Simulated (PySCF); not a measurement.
Isomers of C4H9Cl, one conformer each; single-point electronic energies without zero-point terms and without any empirical dispersion term.

All values: wB97X-D/pcSseg-2 (PySCF, non-relativistic), each on one gas-phase PBE0-D3(BJ)/def2-TZVP geometry that isn't relaxed in the solvent. The solvent is an IEF-PCM continuum (Bondi radii, 1.10 Å for H, scaled by 1.2). Only the electrostatic response of the medium enters.

```tsv
isomer	relative energy, gas (kcal/mol)	dipole (D)
`CC(C)(C)Cl`	0.0	2.32
`CC(C)CCl`	3.3	2.17
`CCCCCl`	3.9	2.35
```

Problem. How do the relative energies look in chloroform (ε = 4.711)?

Solution. 
```json
{"isomer": "`CC(C)(C)Cl`", "relative energy, solvent (kcal/mol)": "0.0", "E(solvent) − E(gas) (kcal/mol)": "-2.2", "dipole in solvent (D)": "2.93"}
{"isomer": "`CC(C)CCl`", "relative energy, solvent (kcal/mol)": "3.5", "E(solvent) − E(gas) (kcal/mol)": "-2.0", "dipole in solvent (D)": "2.67"}
{"isomer": "`CCCCCl`", "relative energy, solvent (kcal/mol)": "4.0", "E(solvent) − E(gas) (kcal/mol)": "-2.1", "dipole in solvent (D)": "2.80"}
```

The order is unchanged. Conformers: `[CH3:1][CH:2]([CH3:3])[CH2:4][Cl:5]` with C1–C2–C4–Cl5 64°; `[CH3:1][CH2:2][CH2:3][CH2:4][Cl:5]` with C1–C2–C3–C4 180°, C2–C3–C4–Cl5 179°. The gains span 0.2 kcal/mol, the gas-phase energies 3.9 kcal/mol.
